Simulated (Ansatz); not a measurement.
Ansatz (a quantum-chemistry and plane-wave program) input (B3LYP-D3(BJ)/def2-TZVP):

Ansatz 0.2 input:
```yaml
crystal:
  periodic: [false, false, false]
  atoms:
    - {symbol: C, position_ang: [-0.15695778, 0.14380206, -0.00182283]}
    - {symbol: O, position_ang: [0.16307591, 1.35350479, 0.03373055]}
    - {symbol: O, position_ang: [-1.29844570, -0.37101053, -0.03666319]}
    - {symbol: C, position_ang: [1.02325564, -0.88112702, 0.00259799]}
    - {symbol: H, position_ang: [1.99411815, -0.38119220, -0.01032534]}
    - {symbol: H, position_ang: [0.95217891, -1.51222557, 0.89410494]}
    - {symbol: H, position_ang: [0.93887411, -1.54258662, -0.86496950]}
basis:
  gaussian:
    orbitals: def2-TZVP
hamiltonian:
  xc: b3lyp
  dispersion: d3bj
total_charge: -1
phonons: {temperatures: {t_min: 298.15, t_max: 298.15, t_step: 100}}
```

Output:

```
Functional definition: B3LYP
integrals: 0.04 GiB planned
794 factors; their error is unknown
mean field: 0.49 GiB planned
mean field evaluation 1: about -6217.2572 eV, gradient 4.5e1 eV
mean field evaluation 2: about -6213.5288 eV, gradient 6.6e1 eV
mean field evaluation 4: about -6221.0913 eV, gradient 2.3e0 eV
mean field evaluation 8: about -6221.1000 eV, gradient 1.9e-1 eV
mean field evaluation 16: about -6221.1031 eV, gradient 3.1e-4 eV
mean field -6221.10307702 eV, -228.6213212652 hartree, gradient 3.6e-5 eV, S^2 0.000000; 0 other end points of the search recorded, 0 dependent functions left out
the calculation of the forces begins
reference -6221.10329021 eV, -228.6213290998 hartree; 16, 16 occupied and 126, 126 virtual orbitals, 794 factors
these checks for a lower state are left out or cut short: stability, starts, cluster_reference, orbital_swaps, neighbouring_geometries, increment
integrals: 0.04 GiB planned
794 factors; their error is unknown
mean field: 0.49 GiB planned
mean field -6221.10286311 eV, -228.6213134043 hartree, gradient 1.7e-6 eV, S^2 0.000000; 0 other end points of the search recorded, 0 dependent functions left out
the calculation of the forces begins
reference -6221.10307631 eV, -228.6213212394 hartree; 16, 16 occupied and 126, 126 virtual orbitals, 794 factors
these checks for a lower state are left out or cut short: stability, starts, cluster_reference, orbital_swaps, neighbouring_geometries, increment
integrals: 0.04 GiB planned
794 factors; their error is unknown
mean field: 0.49 GiB planned
mean field evaluation 32: about -6221.1029 eV, gradient 1.1e-6 eV
mean field -6221.10288036 eV, -228.6213140381 hartree, gradient 1.7e-6 eV, S^2 0.000000; 0 other end points of the search recorded, 0 dependent functions left out
the calculation of the forces begins
reference -6221.10309353 eV, -228.6213218721 hartree; 16, 16 occupied and 126, 126 virtual orbitals, 794 factors
these checks for a lower state are left out or cut short: stability, starts, cluster_reference, orbital_swaps, neighbouring_geometries, increment
integrals: 0.04 GiB planned
794 factors; their error is unknown
mean field: 0.49 GiB planned
mean field -6221.10285778 eV, -228.6213132083 hartree, gradient 1.7e-6 eV, S^2 0.000000; 0 other end points of the search recorded, 0 dependent functions left out
the calculation of the forces begins
reference -6221.10307095 eV, -228.6213210424 hartree; 16, 16 occupied and 126, 126 virtual orbitals, 794 factors
these checks for a lower state are left out or cut short: stability, starts, cluster_reference, orbital_swaps, neighbouring_geometries, increment
integrals: 0.04 GiB planned
794 factors; their error is unknown
mean field: 0.49 GiB planned
mean field -6221.10284409 eV, -228.6213127053 hartree, gradient 1.7e-6 eV, S^2 0.000000; 0 other end points of the search recorded, 0 dependent functions left out
the calculation of the forces begins
reference -6221.10305729 eV, -228.6213205403 hartree; 16, 16 occupied and 126, 126 virtual orbitals, 794 factors
these checks for a lower state are left out or cut short: stability, starts, cluster_reference, orbital_swaps, neighbouring_geometries, increment
integrals: 0.04 GiB planned
794 factors; their error is unknown
mean field: 0.49 GiB planned
mean field -6221.10300261 eV, -228.6213185309 hartree, gradient 1.7e-6 eV, S^2 0.000000; 0 other end points of the search recorded, 0 dependent functions left out
the calculation of the forces begins
reference -6221.10321580 eV, -228.6213263655 hartree; 16, 16 occupied and 126, 126 virtual orbitals, 794 factors
these checks for a lower state are left out or cut short: stability, starts, cluster_reference, orbital_swaps, neighbouring_geometries, increment
integrals: 0.04 GiB planned
[...]
the calculation of the forces begins
reference -6221.10326230 eV, -228.6213280744 hartree; 16, 16 occupied and 126, 126 virtual orbitals, 794 factors
these checks for a lower state are left out or cut short: stability, starts, cluster_reference, orbital_swaps, neighbouring_geometries, increment
integrals: 0.04 GiB planned
794 factors; their error is unknown
mean field: 0.49 GiB planned
mean field -6221.10306302 eV, -228.6213207508 hartree, gradient 1.7e-6 eV, S^2 0.000000; 0 other end points of the search recorded, 0 dependent functions left out
the calculation of the forces begins
reference -6221.10327621 eV, -228.6213285855 hartree; 16, 16 occupied and 126, 126 virtual orbitals, 794 factors
these checks for a lower state are left out or cut short: stability, starts, cluster_reference, orbital_swaps, neighbouring_geometries, increment
integrals: 0.04 GiB planned
794 factors; their error is unknown
mean field: 0.49 GiB planned
mean field evaluation 224: about -6221.1021 eV, gradient 1.5e-4 eV
mean field -6221.10306269 eV, -228.6213207389 hartree, gradient 1.7e-6 eV, S^2 0.000000; 0 other end points of the search recorded, 0 dependent functions left out
the calculation of the forces begins
reference -6221.10327588 eV, -228.6213285732 hartree; 16, 16 occupied and 126, 126 virtual orbitals, 794 factors
these checks for a lower state are left out or cut short: stability, starts, cluster_reference, orbital_swaps, neighbouring_geometries, increment
integrals: 0.04 GiB planned
794 factors; their error is unknown
mean field: 0.49 GiB planned
mean field -6221.10307389 eV, -228.6213211503 hartree, gradient 1.7e-6 eV, S^2 0.000000; 0 other end points of the search recorded, 0 dependent functions left out
the calculation of the forces begins
reference -6221.10328708 eV, -228.6213289849 hartree; 16, 16 occupied and 126, 126 virtual orbitals, 794 factors
these checks for a lower state are left out or cut short: stability, starts, cluster_reference, orbital_swaps, neighbouring_geometries, increment
integrals: 0.04 GiB planned
794 factors; their error is unknown
mean field: 0.49 GiB planned
mean field -6221.10305239 eV, -228.6213203604 hartree, gradient 1.7e-6 eV, S^2 0.000000; 0 other end points of the search recorded, 0 dependent functions left out
the calculation of the forces begins
reference -6221.10326558 eV, -228.6213281949 hartree; 16, 16 occupied and 126, 126 virtual orbitals, 794 factors
these checks for a lower state are left out or cut short: stability, starts, cluster_reference, orbital_swaps, neighbouring_geometries, increment
integrals: 0.04 GiB planned
794 factors; their error is unknown
mean field: 0.49 GiB planned
mean field -6221.10302231 eV, -228.6213192547 hartree, gradient 1.7e-6 eV, S^2 0.000000; 0 other end points of the search recorded, 0 dependent functions left out
the calculation of the forces begins
reference -6221.10323548 eV, -228.6213270888 hartree; 16, 16 occupied and 126, 126 virtual orbitals, 794 factors
these checks for a lower state are left out or cut short: stability, starts, cluster_reference, orbital_swaps, neighbouring_geometries, increment
integrals: 0.04 GiB planned
794 factors; their error is unknown
mean field: 0.49 GiB planned
mean field evaluation 256: about -6221.1030 eV, gradient 1.1e-6 eV
mean field -6221.10304999 eV, -228.6213202719 hartree, gradient 1.7e-6 eV, S^2 0.000000; 0 other end points of the search recorded, 0 dependent functions left out
the calculation of the forces begins
reference -6221.10326319 eV, -228.6213281068 hartree; 16, 16 occupied and 126, 126 virtual orbitals, 794 factors
these checks for a lower state are left out or cut short: stability, starts, cluster_reference, orbital_swaps, neighbouring_geometries, increment
integrals: 0.04 GiB planned
794 factors; their error is unknown
mean field: 0.49 GiB planned
mean field -6221.10301235 eV, -228.6213188888 hartree, gradient 1.7e-6 eV, S^2 0.000000; 0 other end points of the search recorded, 0 dependent functions left out
the calculation of the forces begins
reference -6221.10322555 eV, -228.6213267236 hartree; 16, 16 occupied and 126, 126 virtual orbitals, 794 factors
these checks for a lower state are left out or cut short: stability, starts, cluster_reference, orbital_swaps, neighbouring_geometries, increment
integrals: 0.04 GiB planned
794 factors; their error is unknown
mean field: 0.49 GiB planned
mean field -6221.10299978 eV, -228.6213184268 hartree, gradient 1.7e-6 eV, S^2 0.000000; 0 other end points of the search recorded, 0 dependent functions left out
the calculation of the forces begins
reference -6221.10321296 eV, -228.6213262611 hartree; 16, 16 occupied and 126, 126 virtual orbitals, 794 factors
these checks for a lower state are left out or cut short: stability, starts, cluster_reference, orbital_swaps, neighbouring_geometries, increment
integrals: 0.04 GiB planned
794 factors; their error is unknown
mean field: 0.49 GiB planned
mean field -6221.10307377 eV, -228.6213211459 hartree, gradient 1.7e-6 eV, S^2 0.000000; 0 other end points of the search recorded, 0 dependent functions left out
the calculation of the forces begins
reference -6221.10328696 eV, -228.6213289806 hartree; 16, 16 occupied and 126, 126 virtual orbitals, 794 factors
these checks for a lower state are left out or cut short: stability, starts, cluster_reference, orbital_swaps, neighbouring_geometries, increment
integrals: 0.04 GiB planned
794 factors; their error is unknown
mean field: 0.49 GiB planned
mean field -6221.10305197 eV, -228.6213203449 hartree, gradient 1.7e-6 eV, S^2 0.000000; 0 other end points of the search recorded, 0 dependent functions left out
the calculation of the forces begins
reference -6221.10326516 eV, -228.6213281793 hartree; 16, 16 occupied and 126, 126 virtual orbitals, 794 factors
these checks for a lower state are left out or cut short: stability, starts, cluster_reference, orbital_swaps, neighbouring_geometries, increment
integrals: 0.04 GiB planned
794 factors; their error is unknown
mean field: 0.49 GiB planned
mean field evaluation 288: about -6221.1028 eV, gradient 3.9e-1 eV
mean field -6221.10301934 eV, -228.6213191455 hartree, gradient 1.7e-6 eV, S^2 0.000000; 0 other end points of the search recorded, 0 dependent functions left out
the calculation of the forces begins
reference -6221.10323253 eV, -228.6213269802 hartree; 16, 16 occupied and 126, 126 virtual orbitals, 794 factors
these checks for a lower state are left out or cut short: stability, starts, cluster_reference, orbital_swaps, neighbouring_geometries, increment
integrals: 0.04 GiB planned
794 factors; their error is unknown
mean field: 0.49 GiB planned
mean field -6221.10304715 eV, -228.6213201676 hartree, gradient 1.7e-6 eV, S^2 0.000000; 0 other end points of the search recorded, 0 dependent functions left out
the calculation of the forces begins
reference -6221.10326033 eV, -228.6213280020 hartree; 16, 16 occupied and 126, 126 virtual orbitals, 794 factors
these checks for a lower state are left out or cut short: stability, starts, cluster_reference, orbital_swaps, neighbouring_geometries, increment
integrals: 0.04 GiB planned
794 factors; their error is unknown
mean field: 0.49 GiB planned
mean field -6221.10300202 eV, -228.6213185090 hartree, gradient 1.7e-6 eV, S^2 0.000000; 0 other end points of the search recorded, 0 dependent functions left out
the calculation of the forces begins
reference -6221.10321520 eV, -228.6213263434 hartree; 16, 16 occupied and 126, 126 virtual orbitals, 794 factors
these checks for a lower state are left out or cut short: stability, starts, cluster_reference, orbital_swaps, neighbouring_geometries, increment
integrals: 0.04 GiB planned
794 factors; their error is unknown
mean field: 0.49 GiB planned
mean field -6221.10301578 eV, -228.6213190148 hartree, gradient 1.7e-6 eV, S^2 0.000000; 0 other end points of the search recorded, 0 dependent functions left out
the calculation of the forces begins
reference -6221.10322897 eV, -228.6213268495 hartree; 16, 16 occupied and 126, 126 virtual orbitals, 794 factors
Total energy: -6221.27205045 eV, -228.6275309245 hartree
Atom 0 at    -0.156958     0.143802    -0.001823 Å, force    -0.000833     0.000571    -0.000033 eV/Å
Atom 1 at     0.163076     1.353505     0.033731 Å, force     0.000092     0.000186    -0.000142 eV/Å
Atom 2 at    -1.298446    -0.371011    -0.036663 Å, force     0.000802    -0.000335     0.000193 eV/Å
Atom 3 at     1.023256    -0.881127     0.002598 Å, force    -0.001076    -0.000788     0.000264 eV/Å
Atom 4 at     1.994118    -0.381192    -0.010325 Å, force     0.000538    -0.000187     0.000090 eV/Å
Atom 5 at     0.952179    -1.512226     0.894105 Å, force     0.000154     0.000278    -0.000369 eV/Å
Atom 6 at     0.938874    -1.542587    -0.864969 Å, force     0.000322     0.000276    -0.000003 eV/Å
Dipole moment:     0.546895    -0.472281     0.002360 e Å
Vibrations: 27.38 432.21 613.19 619.29 864.10 994.13 1033.03 1317.33 1354.24 1462.28 1476.65 1674.48 3000.22 3056.82 3075.98 cm⁻¹, zero-point energy 1.301916 eV
```

It need not be the lowest isomer of its formula. Whether it binds its extra electron was not tested at this geometry.
